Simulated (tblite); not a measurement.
C3H5O (doublet state).
Structure used (GFN2-xTB), in Å, numbered top down from 1:
```
atom  x, y, z in Å
C1    -1.499    0.312    0.067
C2    -0.145    0.397   -0.115
C3     0.717   -0.676   -0.085
O4     2.056   -0.594   -0.266
H5    -2.123    1.184    0.032
H6    -1.974   -0.634    0.250
H7     0.290    1.376   -0.297
H8     0.384   -1.686    0.088
H9     2.307    0.327   -0.417
```

Structure optimised with GFN2-xTB, isolated species. This method treats the open shell by occupation alone, without spin polarisation.

Take the most abundant isotopes and a rigid rotor. The values belong to one conformer with, in the numbering `[CH2:1]=[CH:2][CH:3][OH:4]`, C1–C2–C3–O4 180°, C2–C3–O4–H 0°.

Question: What are A, B and C (MHz)?

Answer: Ia = 11.02, Ib = 117.25, Ic = 128.26 u·Å²; 505379 MHz·u·Å²/I gives A = 45880, B = 4310, C = 3940 MHz.

Question: What kind of rotor is it?

Answer: A near-prolate asymmetric top: κ = (2 × 4310 − 45880 − 3940)/(45880 − 3940) = -0.98.

Question: Is it planar, by Δ = Ic − Ia − Ib?

Answer: Planar: Δ = Ic − Ia − Ib = 0.00 u·Å². For a rigid frame Δ = −2 Σ m c², so it vanishes when all atoms lie in the ab plane; here none is more than 0.01 Å from it.

Question: Where do the levels up to J = 4 lie, in cm⁻¹?

Answer: Above 0(0,0):
J = 1: 1(0,1) 0.2752, 1(1,1) 1.6618, 1(1,0) 1.6742
J = 2: 2(0,2) 0.8255, 2(1,2) 2.1999, 2(1,1) 2.2369, 2(2,1) 6.3967, 2(2,0) 6.3968
J = 3: 3(0,3) 1.6508, 3(1,3) 3.0069, 3(1,2) 3.0810, 3(2,2) 7.2223, 3(2,1) 7.2227, 3(3,1) 14.1863, 3(3,0) 14.1863
J = 4: 4(0,4) 2.7508, 4(1,4) 4.0829, 4(1,3) 4.2063, 4(2,3) 8.3231, 4(2,2) 8.3243, 4(3,2) 15.2873, 4(3,1) 15.2873, 4(4,1) 25.0365, 4(4,0) 25.0365
Those of J = 1 are B + C, A + C and A + B.

Question: Estimate the classical rotational partition function at 25 K, 50 K and 100 K.

Answer: Point group Cs, symmetry number σ = 1; q = (√π/σ)·√((kT/h)³/(ABC)), k/h = 20836.6 MHz/K: 755 at 25 K, 2140 at 50 K, 6040 at 100 K.

For this open shell read J as N, the rotation without spin; fine and hyperfine splittings come on top. Its GFN2-xTB frequencies are all real (lowest 234 cm⁻¹). No vibrational averaging or centrifugal distortion is included, and the geometry carries the error of its method.

These are computed values.
